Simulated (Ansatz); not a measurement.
## Worked example: the enthalpy of formation of HNO3 (peroxynitrous acid)

HNO3: 5 atoms, total charge 0, spin state singlet. As SMILES, `O=NOO`. The coordinates come from a PBE0-D4/def2-TZVP relaxation. This is one conformer, not always the lowest.

Total energies at B2PLYP/6-311+G**, 4 core orbitals frozen (Ansatz 0.2.0); the atoms run unrestricted:

| species | state | energy (Eh) |
| --- | --- | --- |
| HNO3 | singlet | -280.705669 |
| O | triplet | -75.036513 |
| N | quartet | -54.560397 |
| H | doublet | -0.498614 |

Harmonic wavenumbers at PBE0-D4/def2-TZVP, in cm⁻¹: 399, 406, 542, 786, 892, 1010, 1464, 1700, 3499.

Measured heats of formation of the gaseous atoms at 298.15 K, in kJ/mol: O 249.2, N 472.4, H 218.0. Spin-orbit lowering of the atoms at 298 K (mean of the ground term's levels less their thermal mean, from spectra), in kJ/mol: O 0.40. Take 1 Eh = 2625.50 kJ/mol, 1 cm⁻¹ = 0.0119627 kJ/mol, RT = 2.479 kJ/mol.

**Question.** Work out the heat of formation of the gas at 298 K.

**Answer.** 
1. Electronic atomisation energy: 3 × (-75.036513) + (-54.560397) + (-0.498614) − (-280.705669) = 0.537119 Eh = 1410.2 kJ/mol.
2. Zero-point energy: half the sum of the wavenumbers, 5349 cm⁻¹ = 64.0 kJ/mol.
3. Thermal vibrational enthalpy, Σ hcν̃/(exp(hcν̃/kT) − 1): 2.6 kJ/mol. Translation, rotation and pV of a non-linear molecule: 4 RT = 9.9 kJ/mol.
4. The 5 free atoms carry 5/2 RT each: 31.0 kJ/mol.
5. Spin-orbit coupling lowers the free atoms by 3 × 0.40 = 1.2 kJ/mol.
6. Atomisation enthalpy at 298 K: 1410.2 − 1.2 − 64.0 − 2.6 − 9.9 + 31.0 = 1363.5 kJ/mol.
7. Sum of the atoms' heats of formation: 1438.0 kJ/mol. Heat of formation: 1438.0 − 1363.5 = +74.5 kJ/mol.

The tabulated value is -12.8 kJ/mol (Active Thermochemical Tables), so this level is off by +87.3 kJ/mol, or 6.0 % of the atomisation enthalpy that the table implies (1450.9 kJ/mol). Anharmonicity and any spin-orbit splitting of the molecule are left out, and so is core correlation.
